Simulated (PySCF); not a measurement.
Gas-phase reaction: Al + CH4 ⇌ AlCH3 + H, at 2500 K and a standard pressure of 1 bar. Level: PBE/def2-TZVP†.

Energies from PySCF, thermal terms from the rigid-rotor harmonic-oscillator model, ideal gas at 1 bar. † marks an energy on the PBE0/def2-TZVP geometry and frequencies. Open shells (unrestricted): Al (multiplicity 2, electronic degeneracy 6), H (multiplicity 2); the rest are closed-shell singlets. Spin-orbit splitting is ignored; it lowers the true energy and changes the entropy of Al. AlCH3: computed as isolated molecules; such fragments, hydroxides, amides, oligomers or adducts are transient or little studied in the gas. The harmonic model lacks anharmonicity and excited electronic states, which grow with temperature; levels with a mode under 35 cm⁻¹ are left out.

```tsv
species	E (Ha)	H(2500 K) − E (kJ/mol)	S°(2500 K) (J/mol/K)
Al	-242.22775	52.0	209.1
CH4	-40.46299	297.4	325.6
AlCH3	-282.12940	289.0	404.6
H	-0.49962	52.0	158.9
```
E: electronic energy; H − E holds the zero-point and thermal terms. 1 Ha = 2625.5 kJ/mol.

### Question
Work out ΔH°, ΔS°, ΔG° and log10 K from these numbers.

### Answer
1. ΔE = 1×(-282.12940) + 1×(-0.49962) − 1×(-242.22775) − 1×(-40.46299) = 0.06172 Ha = 162.0 kJ.
2. Δ(H − E) = 1×(289.0) + 1×(52.0) − 1×(52.0) − 1×(297.4) = -8.4 kJ, so ΔH° = 153.6 kJ.
3. ΔS° = 1×(404.6) + 1×(158.9) − 1×(209.1) − 1×(325.6) = 28.8 J/K; the number of gas molecules stays the same.
4. ΔG° = ΔH° − TΔS° = 153.6 − 2500×(28.8)/1000 = 81.6 kJ.
5. log10 K = −ΔG°/(RT ln 10) = -1.70, with RT ln 10 = 47.86 kJ/mol; at standard pressures the reactants are favoured.
6. A shift of 10 kJ in ΔE would move log10 K by 0.21 here.
For scale, ΔH°(298 K) is 134 kJ at this level, 129 kJ at ωB97M-V/def2-TZVP†, and runs from 86 to 161 kJ over the 20 levels computed.
